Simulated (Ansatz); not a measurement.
We consider fcc Sr, described by PBEsol (plane waves, PAW; Ansatz, a program for electronic structure).

Numerical settings: plane-wave cutoff 520 eV, 18×18×18 k mesh, Fermi–Dirac smearing 0.038 eV (set by the program), scalar-relativistic PAW data made under PBE.

The cell has the measured lattice: a = 6.086 Å, b = 6.086 Å, c = 6.086 Å, α = 90.00°, β = 90.00°, γ = 90.00°.

Task: Estimate the polycrystal shear modulus (Hill average), Poisson ratio and Young modulus that the calculation returns.

Result: 
polycrystal shear modulus (Hill average): 5.26 GPa
Poisson ratio: 0.258
Young modulus: 13.2 GPa

Note: the cell isn't this level's own, so it is under some stress, which shifts stiffness and frequencies.

Elastic constants are with the ions relaxed.

Computed values are for the static lattice.
